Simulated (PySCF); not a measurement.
These are B3LYP-D3(BJ)/def2-TZVP run with PySCF values and carry that method's errors. Gas-phase values, no solvent. One relaxed conformer stands for a flexible species; it need not be the lowest. B3LYP has the VWN-RPA correlation part, as in Gaussian. Delta-SCF ions had no search for a lower state. 

Reference species (SMILES): `S` (neutral, multiplicity 1).

```
Quantity                                   Value
--------------------------------------  --------
vertical ionisation energy (Delta-SCF)  10.41 eV
HOMO–LUMO gap                            7.52 eV
```

Changed species: `O=CS` (O–C–S–H torsion 180°) (X = formyl; the reference has X = H).

Q: Give the shifts of the vertical ionisation energy (Delta-SCF) and HOMO–LUMO gap.

A: the vertical ionisation energy (Delta-SCF) rises by 0.05 eV, to 10.46 eV; the HOMO–LUMO gap decreases by 1.05 eV, to 6.47 eV.
